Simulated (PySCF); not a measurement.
**C2H2F2, 6 atoms: a scaling test**

Aim: measure how long a single point at B3LYP takes on C2H2F2, and how the time changes with the share of the machine.

Program: PySCF 2.14.0 (single point, B3LYP, Gaussian basis). Host: Arm Neoverse N1, 56 cores, 56 hardware threads, 90 GiB; it was booked for these runs alone, one at a time. Each run is timed once from launch to exit, start-up included.

### Step 1. The system

A molecule of 6 atoms and 32 electrons, SMILES C=C(F)F, in the basis aug-cc-pvtz.

### Step 2. First run

Contents of input.py:

```python
from pyscf import gto, scf, dft, mp, cc
mol = gto.M(basis='aug-cc-pvtz', verbose=4, max_memory=40000, atom='''
C 0.7000 -0.0900 -0.0500
C -0.6200 0.0800 0.0500
F -1.4300 -1.0000 0.1100
F -1.1400 1.3200 0.0800
H 1.3600 0.7700 -0.1100
H 1.1300 -1.0800 -0.0800
''')
mf = dft.RKS(mol, xc='b3lyp').density_fit()
mf.kernel()
mf.nuc_grad_method().kernel()
```

The run is started by

```sh
OMP_NUM_THREADS=28 OPENBLAS_NUM_THREADS=1 OPENBLAS_CORETYPE=ARMV8 taskset -c 8-63 python input.py
```

What it wrote:

```text
#INFO: **** input file is <dir> ****
from pyscf import gto, scf, dft, mp, cc
mol = gto.M(basis='aug-cc-pvtz', verbose=4, max_memory=40000, atom='''
C 0.7000 -0.0900 -0.0500
C -0.6200 0.0800 0.0500
F -1.4300 -1.0000 0.1100
F -1.1400 1.3200 0.0800
H 1.3600 0.7700 -0.1100
H 1.1300 -1.0800 -0.0800
''')
mf = dft.RKS(mol, xc='b3lyp').density_fit()
mf.kernel()
mf.nuc_grad_method().kernel()
#INFO: ******************** input file end ********************

PySCF version 2.14.0
PySCF path  <dir>

[ENV] PYSCF_TMPDIR <dir>
[CONFIG] conf_file None
[INPUT] verbose = 4
[INPUT] num. atoms = 6
[INPUT] num. electrons = 32
[INPUT] charge = 0
[INPUT] spin (= nelec alpha-beta = 2S) = 0
[INPUT] symmetry False subgroup None
[INPUT] Mole.unit = angstrom
[INPUT] Symbol           X                Y                Z      unit          X                Y                Z       unit  Magmom
[INPUT]  1 C      0.700000000000  -0.090000000000  -0.050000000000 AA    1.322808287196  -0.170075351211  -0.094486306228 Bohr   0.0
[INPUT]  2 C     -0.620000000000   0.080000000000   0.050000000000 AA   -1.171630197230   0.151178089965   0.094486306228 Bohr   0.0
[INPUT]  3 F     -1.430000000000  -1.000000000000   0.110000000000 AA   -2.702308358128  -1.889726124565   0.207869873702 Bohr   0.0
[INPUT]  4 F     -1.140000000000   1.320000000000   0.080000000000 AA   -2.154287782004   2.494438484426   0.151178089965 Bohr   0.0
[INPUT]  5 H      1.360000000000   0.770000000000  -0.110000000000 AA    2.570027529408   1.455089115915  -0.207869873702 Bohr   0.0
[INPUT]  6 H      1.130000000000  -1.080000000000  -0.080000000000 AA    2.135390520759  -2.040904214530  -0.151178089965 Bohr   0.0

nuclear repulsion = 115.369150356739
number of shells = 70
number of NR pGTOs = 282
number of NR cGTOs = 230
basis = aug-cc-pvtz
ecp = {}

******** <class 'pyscf.df.df_jk.DFRKS'> ********
method = DFRKS
initial guess = minao
damping factor = 0
level_shift factor = 0
DIIS = <class 'pyscf.scf.diis.CDIIS'>
diis_start_cycle = 1
diis_space = 8
diis_damp = 0
SCF conv_tol = 1e-09
SCF conv_tol_grad = None
SCF max_cycles = 50
direct_scf = False
chkfile to save SCF result = <dir>
max_memory 40000 MB (current use 106 MB)
XC library pyscf.dft.libxc version 7.0.0
    S. Lehtola, C. Steigemann, M. J.T. Oliveira, and M. A.L. Marques.,  SoftwareX 7, 1–5 (2018)
XC functionals = b3lyp
    P. J. Stephens, F. J. Devlin, C. F. Chabalowski, and M. J. Frisch.,  J. Phys. Chem. 98, 11623 (1994)
radial grids:
    Treutler-Ahlrichs [JCP 102, 346 (1995); DOI:10.1063/1.469408] (M4) radial grids

becke partition: Becke, JCP 88, 2547 (1988); DOI:10.1063/1.454033
pruning grids: <function nwchem_prune at 0xe515dba93420>
grids dens level: 3
symmetrized grids: False
atomic radii adjust function: <function treutler_atomic_radii_adjust at 0xe515dbad4360>
small_rho_cutoff = 0
Set gradient conv threshold to 3.16228e-05
Initial guess from minao.
tot grids = 76376
******** <class 'pyscf.df.df.DF'> ********
auxbasis = aug-cc-pvtz-jkfit
max_memory = 40000
init E= -277.566773964648
  HOMO = -0.281707676768036  LUMO = -0.0278785455761549  gap/eV = 6.90704
cycle= 1 E= -277.077125555859  delta_E= 0.49  |g|= 0.738  |ddm|= 1.97
  HOMO = -0.267939612113512  LUMO = -0.0240424291891733  gap/eV = 6.63678
cycle= 2 E= -276.896830454792  delta_E= 0.18  |g|= 1.24  |ddm|= 0.898
  HOMO = -0.267613825011633  LUMO = -0.0123424807636444  gap/eV = 6.94629
cycle= 3 E= -277.172817338269  delta_E= -0.276  |g|= 0.0876  |ddm|= 0.57
  HOMO = -0.280922820810602  LUMO = -0.015685701974611  gap/eV = 7.21747
cycle= 4 E= -277.174067592916  delta_E= -0.00125  |g|= 0.0552  |ddm|= 0.0994
  HOMO = -0.279993925164824  LUMO = -0.0138940600924947  gap/eV = 7.24095
cycle= 5 E= -277.174661433578  delta_E= -0.000594  |g|= 0.0152  |ddm|= 0.0411
  HOMO = -0.278025329153653  LUMO = -0.0133506145310698  gap/eV = 7.20217
cycle= 6 E= -277.174705889699  delta_E= -4.45e-05  |g|= 0.00309  |ddm|= 0.00865
  HOMO = -0.278372327574662  LUMO = -0.0134125764232773  gap/eV = 7.20992
cycle= 7 E= -277.174708067258  delta_E= -2.18e-06  |g|= 0.000242  |ddm|= 0.00175
  HOMO = -0.278365779410027  LUMO = -0.0134090626469883  gap/eV = 7.20984
cycle= 8 E= -277.174708074792  delta_E= -7.53e-09  |g|= 0.00016  |ddm|= 0.000213
  HOMO = -0.278366280285233  LUMO = -0.01340925855401  gap/eV = 7.20985
cycle= 9 E= -277.174708078442  delta_E= -3.65e-09  |g|= 4.85e-05  |ddm|= 8.63e-05
  HOMO = -0.278367050007297  LUMO = -0.0134096108605397  gap/eV = 7.20986
cycle= 10 E= -277.174708078846  delta_E= -4.04e-10  |g|= 5.44e-06  |ddm|= 2.61e-05
  HOMO = -0.278367057366182  LUMO = -0.0134095097217173  gap/eV = 7.20986
Extra cycle  E= -277.17470807884  delta_E= 6.03e-12  |g|= 7.19e-06  |ddm|= 7.68e-06
converged SCF energy = -277.17470807884

******** <class 'pyscf.df.grad.rks.Gradients'> for <class 'pyscf.df.df_jk.DFRKS'> ********
unit = Eh/Bohr
max_memory 40000 MB (current use 274 MB)
grid_response = False
--------------- DFRKS gradients ---------------
         x                y                z
0 C     0.0107856351    -0.0056235604    -0.0006060885
1 C    -0.0407912857     0.0086447044     0.0039818861
2 F     0.0063672648    -0.0354062520    -0.0007643957
3 F     0.0158941421     0.0297941393    -0.0015493092
4 H     0.0049144744     0.0036097924    -0.0007393250
5 H     0.0028271797    -0.0010889488    -0.0003093098
----------------------------------------------
```

Wall time 5.9 s, CPU time 90 s, peak memory 2 GiB, 10 SCF iterations in all (28 threads).

Size of the job: 32 electrons, 230 basis functions.

### Step 3. On 4 threads

input.py is that of step 2.

The run is started by

```sh
OMP_NUM_THREADS=4 OPENBLAS_NUM_THREADS=1 OPENBLAS_CORETYPE=ARMV8 taskset -c 8-63 python input.py
```

What it wrote:

```text
#INFO: **** input file is <dir> ****
from pyscf import gto, scf, dft, mp, cc
mol = gto.M(basis='aug-cc-pvtz', verbose=4, max_memory=40000, atom='''
C 0.7000 -0.0900 -0.0500
C -0.6200 0.0800 0.0500
F -1.4300 -1.0000 0.1100
F -1.1400 1.3200 0.0800
H 1.3600 0.7700 -0.1100
H 1.1300 -1.0800 -0.0800
''')
mf = dft.RKS(mol, xc='b3lyp').density_fit()
mf.kernel()
mf.nuc_grad_method().kernel()
#INFO: ******************** input file end ********************

PySCF version 2.14.0
PySCF path  <dir>

[ENV] PYSCF_TMPDIR <dir>
[CONFIG] conf_file None
[INPUT] verbose = 4
[INPUT] num. atoms = 6
[INPUT] num. electrons = 32
[INPUT] charge = 0
[INPUT] spin (= nelec alpha-beta = 2S) = 0
[INPUT] symmetry False subgroup None
[INPUT] Mole.unit = angstrom
[INPUT] Symbol           X                Y                Z      unit          X                Y                Z       unit  Magmom
[INPUT]  1 C      0.700000000000  -0.090000000000  -0.050000000000 AA    1.322808287196  -0.170075351211  -0.094486306228 Bohr   0.0
[INPUT]  2 C     -0.620000000000   0.080000000000   0.050000000000 AA   -1.171630197230   0.151178089965   0.094486306228 Bohr   0.0
[INPUT]  3 F     -1.430000000000  -1.000000000000   0.110000000000 AA   -2.702308358128  -1.889726124565   0.207869873702 Bohr   0.0
[INPUT]  4 F     -1.140000000000   1.320000000000   0.080000000000 AA   -2.154287782004   2.494438484426   0.151178089965 Bohr   0.0
[INPUT]  5 H      1.360000000000   0.770000000000  -0.110000000000 AA    2.570027529408   1.455089115915  -0.207869873702 Bohr   0.0
[INPUT]  6 H      1.130000000000  -1.080000000000  -0.080000000000 AA    2.135390520759  -2.040904214530  -0.151178089965 Bohr   0.0

nuclear repulsion = 115.369150356739
number of shells = 70
number of NR pGTOs = 282
number of NR cGTOs = 230
basis = aug-cc-pvtz
ecp = {}

******** <class 'pyscf.df.df_jk.DFRKS'> ********
method = DFRKS
initial guess = minao
damping factor = 0
level_shift factor = 0
DIIS = <class 'pyscf.scf.diis.CDIIS'>
diis_start_cycle = 1
diis_space = 8
diis_damp = 0
SCF conv_tol = 1e-09
SCF conv_tol_grad = None
SCF max_cycles = 50
direct_scf = False
chkfile to save SCF result = <dir>
max_memory 40000 MB (current use 106 MB)
XC library pyscf.dft.libxc version 7.0.0
    S. Lehtola, C. Steigemann, M. J.T. Oliveira, and M. A.L. Marques.,  SoftwareX 7, 1–5 (2018)
XC functionals = b3lyp
    P. J. Stephens, F. J. Devlin, C. F. Chabalowski, and M. J. Frisch.,  J. Phys. Chem. 98, 11623 (1994)
radial grids:
    Treutler-Ahlrichs [JCP 102, 346 (1995); DOI:10.1063/1.469408] (M4) radial grids

becke partition: Becke, JCP 88, 2547 (1988); DOI:10.1063/1.454033
pruning grids: <function nwchem_prune at 0xf393c7297420>
grids dens level: 3
symmetrized grids: False
atomic radii adjust function: <function treutler_atomic_radii_adjust at 0xf393c72d4360>
small_rho_cutoff = 0
Set gradient conv threshold to 3.16228e-05
[... 1 set-up line as earlier in the session ...]
tot grids = 76376
******** <class 'pyscf.df.df.DF'> ********
auxbasis = aug-cc-pvtz-jkfit
max_memory = 40000
init E= -277.566773964648
  HOMO = -0.281707676768033  LUMO = -0.0278785455761542  gap/eV = 6.90704
cycle= 1 E= -277.077125555859  delta_E= 0.49  |g|= 0.738  |ddm|= 1.97
  HOMO = -0.267939612113516  LUMO = -0.0240424291891757  gap/eV = 6.63678
cycle= 2 E= -276.896830454793  delta_E= 0.18  |g|= 1.24  |ddm|= 0.898
  HOMO = -0.267613825011626  LUMO = -0.0123424807636549  gap/eV = 6.94629
cycle= 3 E= -277.172817338269  delta_E= -0.276  |g|= 0.0876  |ddm|= 0.57
  HOMO = -0.280922820810602  LUMO = -0.0156857019746132  gap/eV = 7.21747
cycle= 4 E= -277.174067592916  delta_E= -0.00125  |g|= 0.0552  |ddm|= 0.0994
  HOMO = -0.279993925164817  LUMO = -0.0138940600924815  gap/eV = 7.24095
cycle= 5 E= -277.174661433578  delta_E= -0.000594  |g|= 0.0152  |ddm|= 0.0411
  HOMO = -0.278025329153657  LUMO = -0.0133506145310804  gap/eV = 7.20217
cycle= 6 E= -277.174705889699  delta_E= -4.45e-05  |g|= 0.00309  |ddm|= 0.00865
  HOMO = -0.278372327574662  LUMO = -0.0134125764233106  gap/eV = 7.20992
cycle= 7 E= -277.174708067258  delta_E= -2.18e-06  |g|= 0.000242  |ddm|= 0.00175
  HOMO = -0.278365779410017  LUMO = -0.0134090626470051  gap/eV = 7.20984
cycle= 8 E= -277.174708074792  delta_E= -7.53e-09  |g|= 0.00016  |ddm|= 0.000213
  HOMO = -0.278366280285233  LUMO = -0.0134092585540221  gap/eV = 7.20985
cycle= 9 E= -277.174708078443  delta_E= -3.65e-09  |g|= 4.85e-05  |ddm|= 8.63e-05
  HOMO = -0.278367050007294  LUMO = -0.0134096108605416  gap/eV = 7.20986
cycle= 10 E= -277.174708078846  delta_E= -4.03e-10  |g|= 5.44e-06  |ddm|= 2.61e-05
  HOMO = -0.278367057366196  LUMO = -0.0134095097217653  gap/eV = 7.20986
Extra cycle  E= -277.17470807884  delta_E= 6.14e-12  |g|= 7.19e-06  |ddm|= 7.68e-06
converged SCF energy = -277.17470807884

******** <class 'pyscf.df.grad.rks.Gradients'> for <class 'pyscf.df.df_jk.DFRKS'> ********
unit = Eh/Bohr
max_memory 40000 MB (current use 256 MB)
grid_response = False
--------------- DFRKS gradients ---------------
         x                y                z
0 C     0.0107856351    -0.0056235604    -0.0006060885
1 C    -0.0407912857     0.0086447044     0.0039818861
2 F     0.0063672648    -0.0354062520    -0.0007643957
3 F     0.0158941421     0.0297941393    -0.0015493092
4 H     0.0049144744     0.0036097924    -0.0007393250
5 H     0.0028271797    -0.0010889488    -0.0003093098
----------------------------------------------
```

Wall time 13 s, CPU time 45 s, peak memory 2 GiB, 10 SCF iterations in all (4 threads).

### Step 4. Speed-up with more threads

```csv
threads,wall time,speed-up,efficiency,CPU time
4,13 s,1,100 %,45 s
28,5.9 s,2.2,32 %,90 s
```

### Step 5. Summary of results

```
                     quantity                 value
                    reference   5.9 s on 28 threads
         fastest over threads           5.9 s on 28
speed-up from 4 to 28 threads  2.2 (32 % efficient)
```

Going from 4 to 28 threads cuts the time by a factor of 2.2, 32 % of the ideal. The figures hold for this build, input and host.
